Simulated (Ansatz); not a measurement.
An Ansatz input:

```yaml
crystal:
  lattice:
    - [-2.5, 2.5, 2.5]
    - [2.5, -2.5, 2.5]
    - [2.5, 2.5, -2.5]
  atoms:
    - { symbol: Ba, position: [0.0, 0.0, 0.0] }
hamiltonian:
  xc: lda
  pseudopotentials:
    kind: paw
    azcp:
      Ba: "pseudopotentials/Ba.paw.azcp"
basis:
  ecutwfc: 420
  fft_grid_basis: typed
kpoints:
  mp_grid: { grid: [9, 9, 9], shift: [0, 0, 0] }
magnetization:
  spin_polarized: false
scf:
  occupations: { method: fermi_dirac, width: 0.1 }
relax:
  max_steps: 60
  f_tol: 0.01
  cell: {}
```

and its output:

```
Warning: the record states the generating functional pbe (its physics header spells it `PBE`), which answers neither for hamiltonian.xc's functional nor for the lda family's — results may be inconsistent (PPs are generated against a specific XC)
Engine: ansatz 0.2.0, x86_64-unknown-linux-gnu
Pseudopotentials: kind: paw
Pseudopotential: Ba, paw, valence charge 10, recommended cutoff 420 eV (normal) 
Functional definition: SPW92
  exchange = slater_x
  correlation = pw_c
Crystal: 1 atoms, lattice volume = 62.500 Å³
Basis set: ecut = 420 eV, 1205 PW (Γ)
Bands: 9, of which v1, the nominal top of the filled ones, is band 5 counted from 1 (4 counted from 0)
Symmetry: 48 space group operations
Space group: Im-3m (ITA 229), of the structure as read, at distance tolerance 4.0e-5 Å
k-points: 35 of 729
Non-local potential: Ba, projectors of the file, l = 0: 3, l = 1: 2, l = 2: 2, l = 3: 2
PAW form: soft (Blöchl's): semilocal exchange-correlation on the pseudo side does not see the compensation charge
PAW frozen core: Ba, regenerated for the run's functional, and the local potential with it (the file was generated under x = pbe(κ = 0.804, μ = 0.2195149727645171), c = pbe(β = 0.06672455060314922))
PAW one-centre angular grid: Ba, 194 points (default); XC on 64 Gauss nodes
Initial density: superposition of atomic densities (neutral atoms: chi_scale 0, normalization atom), corrected by the library's trained network
Initial wavefunctions: pseudopotential atomic-orbital guess
Functional: x = slater, c = lda
SCF iter   1: F=—  HF=-5779.565598 eV  |F-HF|=—  |Δ(HF+E_count)|=         —  Δρ=3.11e-3  dr2=3.08e-3  ethr=1.77e-3  ⟨swp⟩=7.7  Hψ=3133  notcnv=0
SCF iter   2: F=—  HF=-5779.565096 eV  |F-HF|=—  |Δ(HF+E_count)|=   5.02e-4  Δρ=1.70e-3  dr2=9.76e-4  ethr=3.08e-5  ⟨swp⟩=2.1  Hψ=740  notcnv=0
SCF iter   3: F=—  HF=-5779.565009 eV  |F-HF|=—  |Δ(HF+E_count)|=   8.69e-5  Δρ=2.21e-4  dr2=3.60e-5  ethr=9.76e-6  ⟨swp⟩=2.0  Hψ=496  notcnv=0
SCF iter   4: F=—  HF=-5779.565019 eV  |F-HF|=—  |Δ(HF+E_count)|=   9.39e-6  Δρ=4.71e-5  dr2=1.25e-6  ethr=3.60e-7  ⟨swp⟩=2.0  Hψ=355  notcnv=0
SCF iter   5: F=—  HF=-5779.565019 eV  |F-HF|=—  |Δ(HF+E_count)|=   5.90e-7  Δρ=1.19e-5  dr2=1.05e-7  ethr=1.25e-8  ⟨swp⟩=2.0  Hψ=483  notcnv=0
SCF iter   6: F=-5779.565019 eV  HF=-5779.565019 eV  |F-HF|=9.82e-10  |Δ(HF+E_count)|=   2.06e-8  Δρ=2.19e-6  dr2=4.88e-9  ethr=1.00e-9  ⟨swp⟩=4.0  Hψ=997  notcnv=0
SCF 1 converged in 6 iterations: F = -5779.565019 eV  dr2 = 4.88e-9
relax step   1: F+E_penalty+E_count = -5779.56501939 eV  Δ(F+E_penalty+E_count) = +0.000e0 eV  max|allowed force component| = 0.000e0 eV/Å  Δτ_max = 0.0000 Å  P = -1.217 GPa  Ω = 62.500 Å³  (6 SCF iters, dr2 threshold 1.00e-7 eV, accepted)
Crystal: 1 atoms, lattice volume = 60.358 Å³
...
SCF iter   4: F=—  HF=-5779.601487 eV  |F-HF|=—  |Δ(HF+E_count)|=   4.79e-9  Δρ=8.22e-6  dr2=7.63e-8  ethr=7.22e-10  ⟨swp⟩=4.4  Hψ=1054  notcnv=0
SCF iter   5: F=-5779.601487 eV  HF=-5779.601487 eV  |F-HF|=3.48e-10  |Δ(HF+E_count)|=   3.43e-8  Δρ=1.98e-6  dr2=2.15e-9  ethr=7.22e-10  ⟨swp⟩=4.3  Hψ=1014  notcnv=0
SCF 4 converged in 5 iterations: F = -5779.601487 eV  dr2 = 2.15e-9
relax step   4: F+E_penalty+E_count = -5779.60148665 eV  Δ(F+E_penalty+E_count) = -4.547e-4 eV  max|allowed force component| = 0.000e0 eV/Å  Δτ_max = 0.0000 Å  P = -0.017 GPa  Ω = 53.853 Å³  energy of the carried Pulay correction = +6.866e-5 eV  (5 SCF iters, dr2 threshold 7.22e-8 eV, accepted)
Initial wavefunctions: pseudopotential atomic-orbital guess (no wavefunctions were taken with the density)
iter 1 solved again at ethr=1.06e-7 eV; its pass at ethr=3.10e-3 eV (dr2=1.06e-5 eV) is discarded
SCF iter   1: F=—  HF=-5779.601444 eV  |F-HF|=—  |Δ(HF+E_count)|=         —  Δρ=1.53e-5  dr2=1.41e-8  ethr=1.06e-7  ⟨swp⟩=3.3  Hψ=4028  notcnv=0
SCF iter   2: F=—  HF=-5779.601445 eV  |F-HF|=—  |Δ(HF+E_count)|=   1.00e-7  Δρ=7.99e-6  dr2=4.28e-9  ethr=1.41e-10  ⟨swp⟩=2.4  Hψ=503  notcnv=0
SCF iter   3: F=—  HF=-5779.601445 eV  |F-HF|=—  |Δ(HF+E_count)|=   4.49e-9  Δρ=3.45e-7  dr2=7.39e-11  ethr=4.28e-11  ⟨swp⟩=1.0  Hψ=315  notcnv=0
SCF iter   4: F=-5779.601445 eV  HF=-5779.601445 eV  |F-HF|=3.64e-12  |Δ(HF+E_count)|=  1.82e-12  Δρ=8.25e-8  dr2=4.46e-12  ethr=1.00e-12  ⟨swp⟩=5.9  Hψ=1284  notcnv=0
SCF 5 converged in 4 iterations: F = -5779.601445 eV  dr2 = 4.46e-12
relax step   5: F+E_penalty+E_count = -5779.60144456 eV  Δ(F+E_penalty+E_count) = +4.209e-5 eV  max|allowed force component| = 0.000e0 eV/Å  Δτ_max = 0.0000 Å  P = -0.018 GPa  Ω = 53.853 Å³  stress off target by 1.82e-2 GPa  SCF on the basis re-selected at this cell (its energy is not comparable with the rows above)  (4 SCF iters)
basis re-selected at this cell: Δ(F+E_penalty+E_count) = +4.209e-5 eV, ΔP = -0.001 GPa vs the last step (what re-selecting the basis moved, of the pressure what is left beyond the Pulay correction that the steps carried, after the strain that the cell walked since its last selection, with what the two solves' SCF thresholds leave and, on support functions, any second-order correction that the steps lacked; it is no measure of the basis error at this ecutwfc). This SCF's stress stands 1.82e-2 GPa from its target on what of the cell is left free (relax.cell.stress_tol is 5.00e-2 GPa) and its largest allowed force component is 0.00e0 eV/Å (relax.f_tol is 1.00e-2 eV/Å): within both
SCF converged after 4 iterations
Free energy (F): -5779.601445 eV
Harris-Foulkes:  -5779.601445 eV  (|F-HF|=3.64e-12)
Internal energy: -5779.559305 eV  (E = F + TS)
E sigma→0 (E₀):  -5779.580375 eV
Entropy (-TS):   -0.042139 eV (-42.139 meV/atom)
Fermi energy:    6.871957 eV
--- Per-component energies (eV) ---
  E_band       = -72.596804
  E_kinetic    = 167.642063
  E_local      = -339.847276  (includes V_loc(G=0)·N_el)
  E_nonlocal   = 60.437198
  E_hartree    = 106.119668
  E_xc         = -165.695256
  E_vxc        = -134.345247  (∫ρ·V_xc dr)
  E_paw        = -5057.793867  (= ΣΔE_a)
  E_vpaw       = -38.722842  (= ΣTr[D̂ρ^β])
  E_aug_tail   = -0.000002  (compensation charges beyond the density's cutoff)
  E_ewald      = -550.704348
  E_core_change = 0.282516  (= ΣΔE_core)
  E_smearing   = -0.042139  (= −TS)
  E_closure    = 0.000000  (closes the sum)
  Σ components = -5779.601445   (vs F -5779.601445, Δ=0.00e0)
--- Forces (eV/Å), atoms counted from 1 ---
  atom   1  Ba     0.00000000    -0.00000000     0.00000000
  max |Σ_I F_I| component: 4.21e-30 eV/Å
--- Stress (GPa, compression-positive) ---
       -0.018194      -0.000000      -0.000000
        0.000000      -0.018194      -0.000000
        0.000000       0.000000      -0.018194
  P = ⅓ Tr σ = -0.0182 GPa (-0.182 kbar)
--- Relaxed structure (4 steps of the walk, 4 accepted, 1 SCFs on fresh bases) ---
  F+E_penalty+E_count = -5779.60144456 eV   max|allowed force component| = 0.000e0 eV/Å   (the final SCF, on the basis selected at the relaxed cell)
  cell:  # Å, volume = 53.8530 Å³
    - [-2.3789385208023432, 2.3789385208023432, 2.3789385208023432]
    - [2.3789385208023432, -2.3789385208023432, 2.3789385208023432]
    - [2.3789385208023432, 2.3789385208023432, -2.3789385208023432]
  atoms:
    - { symbol: Ba, position: [0.0, 0.0, 0.0] }
```
